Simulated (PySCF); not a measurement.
Electric field gradients and quadrupole coupling constants

Compound: C3H7FS.
Structure used (GFN2-xTB), in Å, numbered top down from 1:
```
atom  x, y, z in Å
C1    -1.4659   -0.3981    0.2107
C2    -0.6921    0.8775    0.4798
S3     0.8188    0.5933    1.4688
C4     1.8513   -0.2692    0.2584
F5     1.5154   -1.5840    0.1142
H6    -2.3913   -0.1636   -0.3120
H7    -1.7097   -0.8944    1.1470
H8    -0.8882   -1.0859   -0.4019
H9    -0.3900    1.3745   -0.4431
H10   -1.2777    1.5722    1.0812
H11    2.8798   -0.2282    0.6221
H12    1.7506    0.2052   -0.7217
```

Field gradients from the PBE0/pcSseg-1 density (PySCF, non-relativistic), principal values in atomic units, ordered |Vxx| ≤ |Vyy| ≤ |Vzz|:

```csv
atom,Vxx,Vyy,Vzz
S3,0.4923,2.3560,-2.8484
```

Find the asymmetry η = (Vxx − Vyy)/Vzz and the couplings χ = eQV/h (234.96 MHz × Q in barn × V in au), with Q(33S) = −0.0678 b.

| atom | environment | nucleus | η | χzz (MHz) | χxx (MHz) | χyy (MHz) |
| --- | --- | --- | --- | --- | --- | --- |
| S3 | sulfide sulfur | 33S | 0.65 | 45.38 | -7.84 | -37.53 |

What is Vzz at S3 in SI units (1 au = 9.71736 × 10²¹ V/m²)?

-2.8484 au = -27.679 × 10²¹ V/m².

And the gradient at the other heavy atoms, for which no coupling is worked out here?

| atom | environment | Vzz (au) | η |
| --- | --- | --- | --- |
| C1 | methyl carbon | 0.097 | 0.24 |
| C2 | sp3 carbon bound to sulfur | 0.276 | 0.10 |
| C4 | sp3 C–F carbon | 0.452 | 0.72 |
| F5 | alkyl fluorine | 3.076 | 0.06 |

What couplings would deuterons (Q(2H) = 0.00286 b) have in place of the hydrogens, at this geometry?

| atom | bonded to | bond length (Å) | Vzz (au) | η | χzz (kHz) |
| --- | --- | --- | --- | --- | --- |
| H6 | C1 | 1.088 | 0.3142 | 0.03 | 211 |
| H7 | C1 | 1.087 | 0.3128 | 0.03 | 210 |
| H8 | C1 | 1.087 | 0.3098 | 0.04 | 208 |
| H9 | C2 | 1.091 | 0.3045 | 0.03 | 205 |
| H10 | C2 | 1.090 | 0.3059 | 0.04 | 206 |
| H11 | C4 | 1.092 | 0.2932 | 0.05 | 197 |
| H12 | C4 | 1.093 | 0.2902 | 0.05 | 195 |

Isolated species at its GFN2-xTB geometry (one conformer only). GFN2-xTB bond lengths can be off by several hundredths of an ångström, more for odd bonds, and the gradients follow them. The basis is small and wasn't made for field gradients, so the couplings can be 20 % off.
